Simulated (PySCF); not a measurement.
CHO, SMILES O=[CH], multiplicity 2.

Geometry optimised at PBE0-D3(BJ)/def2-TZVPD. The isomer is the one that the SMILES or the coordinates give; other isomers of the formula were not compared.

These are TDA-PBE/def2-TZVPD run with PySCF values and carry that method's errors.

Vertical excitations. Gas-phase values at a fixed geometry.

Computed excitation energies, oscillator strengths and character:
| state | energy (eV) | λ (nm) | f | main pairs |
|---|---|---|---|---|
| root 1 | 2.21 | 561 | 0.002 | α HOMO→LUMO 100 % |
| root 2 | 4.74 | 261 | 0.039 | α HOMO→LUMO+1 100 % |
| root 3 | 5.92 | 209 | 0.010 | α HOMO→LUMO+2 98 % |
| root 4 | 6.20 | 200 | 0.044 | α HOMO→LUMO+3 78 %, β HOMO→LUMO 17 % |
| root 5 | 6.46 | 192 | 0.004 | α HOMO→LUMO+4 96 % |
| root 6 | 6.67 | 186 | 0.004 | α HOMO−2→LUMO 20 %, α HOMO→LUMO+3 20 %, β HOMO→LUMO 57 % |
| root 7 | 6.95 | 178 | 0.001 | α HOMO−1→LUMO 23 %, β HOMO→LUMO+1 50 %, β HOMO−1→LUMO 22 % |
| root 8 | 7.25 | 171 | 0.003 | α HOMO−2→LUMO 32 %, β HOMO−1→LUMO+1 53 %, β HOMO→LUMO 12 % |
| root 9 | 7.38 | 168 | 0.009 | α HOMO→LUMO+5 99 % |
| root 10 | 7.56 | 164 | 0.000 | β HOMO−1→LUMO 68 %, β HOMO→LUMO+1 31 % |
Unrestricted roots are not spin-pure.
